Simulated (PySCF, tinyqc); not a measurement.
Ways to converge the cycle: SCF convergence aids in the sto-3g basis, for LiH, spin multiplicity 1. Computed by the program tinyqc with PySCF. 

Geometry (angstrom):
```
atom,x,y,z
Li,0.0000,0.0000,0.0000
H,0.0000,0.0000,2.2240
```

lowest restricted solution found by these runs and by PySCF = -7.805099 hartree

RHF with one setting changed at a time; a run stops when the energy changes by less than 1e-09 hartree and the error matrix is below 1e-5. The start is the core Hamiltonian. Damping d keeps d of the old density; a shift (hartree) raises the virtual levels; DIIS n extrapolates F over n matrices.

Largest element of the error matrix X^T (FDS - SDF) X:
```
iteration,plain,damping 0.3,damping 0.6,shift 0.4,DIIS 3,DIIS 8
1,1.7e-01,1.7e-01,1.7e-01,1.7e-01,1.7e-01,1.7e-01
2,1.8e-02,6.5e-02,1.1e-01,6.4e-02,1.8e-02,1.8e-02
3,7.2e-03,2.4e-02,7.2e-02,3.0e-02,6.8e-03,6.8e-03
4,3.9e-03,9.5e-03,4.6e-02,1.5e-02,3.1e-03,3.1e-03
5,2.2e-03,5.6e-03,3.0e-02,9.0e-03,1.0e-04,1.1e-04
6,1.2e-03,3.7e-03,1.9e-02,6.4e-03,1.3e-05,3.0e-05
8,3.5e-04,1.7e-03,8.4e-03,4.1e-03,-,1.4e-08
10,1.0e-04,8.0e-04,4.8e-03,2.7e-03,-,-
14,9.0e-06,1.7e-04,1.9e-03,1.1e-03,-,-
20,-,1.7e-05,5.6e-04,2.9e-04,-,-
30,-,-,7.4e-05,3.0e-05,-,-
```

How each run ends:
```
run,iterations,E (hartree),state
plain,15,-7.805099,lowest found
damping 0.3,22,-7.805099,lowest found
damping 0.6,41,-7.805099,lowest found
shift 0.4,36,-7.805099,lowest found
DIIS 3,7,-7.805099,lowest found
DIIS 8,8,-7.805099,lowest found
```

6 of 6 runs reach the lowest restricted solution found, in 7 to 41 iterations (fastest: DIIS 3). Plain steps already contract here, so damping only slows them. DIIS 3 and DIIS 8 gain by cancelling the error over several earlier matrices, much as a quasi-Newton step does. The restricted reference is unstable here: a spin-polarised solution lies 0.0063 hartree lower (PySCF), so results built on it describe a poor reference.
